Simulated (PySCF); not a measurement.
Tetrafluoroethylene, C2F4, SMILES FC(F)=C(F)F, point group D2h.

Force field and properties: B3LYP/pcSseg-1 (PySCF, grid level 2). Vibrational terms come from second-order perturbation theory with semi-diagonal cubic constants, by steps of ±0.6 along the normal coordinates of each isotopologue. The parent has the commonest isotopes.

Equilibrium geometry (Å):

```csv
atom,x,y,z
F1,-1.4820,0.9543,-0.1962
C2,-0.6450,-0.0670,-0.1314
F3,-1.2278,-1.2380,-0.3232
C4,0.6492,0.0696,0.1026
F5,1.2320,1.2407,0.2945
F6,1.4861,-0.9517,0.1674
```

(1) Give the equilibrium and ground-state rotational constants (MHz) of parent; ¹³C at 2; ¹³C at 2, ¹³C at 4.

(2) How is the parent's vibrational correction B0 − Be made up?

(3) And its quartic centrifugal distortion constants from the harmonic force field?

A mode lies under 250 cm⁻¹, where this perturbation treatment is rough.

Answers

(1) 
```tsv
species	Ae	Be	Ce	A0	B0	C0	Δ0 (u Å²)	harmonic ZPE (cm⁻¹)
parent	5443.1	3228.1	2026.4	5420.6	3214.2	2016.4	0.168	4711
¹³C at 2	5443.1	3219.2	2022.8	5420.8	3205.6	2013	0.167	4657
¹³C at 2, ¹³C at 4	5443.1	3210.1	2019.2	5421.1	3196.8	2009.6	0.167	4602
```

Δ0 = Ic − Ia − Ib from the ground-state constants.

(2) 
| axis | harmonic | Coriolis | cubic | total (MHz) |
| --- | --- | --- | --- | --- |
| a | 6.41 | -3.06 | -25.8 | -22.5 |
| b | 3.46 | -0.586 | -16.7 | -13.9 |
| c | 0.606 | -0.36 | -10.2 | -9.93 |

(3) Asymmetric top, A reduction, Ir representation: ΔJ = 0.437 kHz, ΔJK = -0.726 kHz, ΔK = 2.14 kHz, δJ = 0.174 kHz, δK = 0.501 kHz.
